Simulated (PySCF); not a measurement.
# SiH₄: magnetic properties

An exercise on one series of results from a longer session: the logs are not shown, and one member is left open.

Computed with PySCF 2.14.0 and routines of our own; the level stands in each step. Atoms count from 0.

## The starting structure

5 atoms, charge 0, multiplicity 1; geometry from: GFN2-xTB.

Set-up of the first run:

The job: settings as JSON, then the geometry in Å.

```
{"job": {"xc": "PBE0", "basis": "def2-SVP", "d3": "d3bj", "grid": 1, "kind": "geom"}, "charge": 0, "multiplicity": 1}
Si     0.001729     0.000515    -0.003328
H     -0.332117     1.236594    -0.706462
H     -0.687910    -1.120618    -0.636648
H      1.444413    -0.220143    -0.062689
H     -0.417493     0.106504     1.391942
```

The run is started by

```
> OMP_NUM_THREADS=1 python excited_run.py task.json out
```

One launch serves the whole session: the jobs run in the order shown.

Among the steps run: Geometry optimisation at PBE0-D3(BJ)/def2-SVP; Magnetic properties: GIAO revPBE/aug-pcSseg-2; Magnetic properties: GIAO PW91/aug-pcSseg-2; Magnetic properties: GIAO B3LYP/aug-pcSseg-2; Magnetic properties: GIAO X3LYP/aug-pcSseg-2; Magnetic properties: GIAO PBE0/aug-pcSseg-2; Magnetic properties: GIAO mPW1PW91/aug-pcSseg-2; Magnetic properties: GIAO B97-2/aug-pcSseg-2; Magnetic properties: GIAO BHandHLYP/aug-pcSseg-2; Magnetic properties: GIAO HSE06/aug-pcSseg-2; Magnetic properties: GIAO CAM-B3LYP/aug-pcSseg-2; Magnetic properties: GIAO wB97X/aug-pcSseg-2; Magnetic properties: GIAO wB97X-D/aug-pcSseg-2.

One of the session's tables, all rows but one given; the rest of the session is left out.

| level | gap (eV) |
| --- | --- |
| GIAO revPBE/aug-pcSseg-2 | 7.94 |
| GIAO PW91/aug-pcSseg-2 | 7.96 |
| GIAO B3LYP/aug-pcSseg-2 | 9.33 |
| GIAO X3LYP/aug-pcSseg-2 | 9.41 |
| GIAO PBE0/aug-pcSseg-2 | 9.76 |
| GIAO mPW1PW91/aug-pcSseg-2 | 9.73 |
| GIAO B97-2/aug-pcSseg-2 | ? |
| GIAO BHandHLYP/aug-pcSseg-2 | 11.25 |
| GIAO HSE06/aug-pcSseg-2 | 9.13 |
| GIAO CAM-B3LYP/aug-pcSseg-2 | 11.50 |
| GIAO wB97X/aug-pcSseg-2 | 13.19 |
| GIAO wB97X-D/aug-pcSseg-2 | 12.51 |

Estimate the missing values for GIAO B97-2/aug-pcSseg-2.

**Answer.** gap (eV): 9.54. In the column «gap (eV)» it lies between GIAO X3LYP/aug-pcSseg-2 (9.41) and GIAO mPW1PW91/aug-pcSseg-2 (9.73).

Caveats from the session: Vibrational averaging and real surroundings are missing from these values.
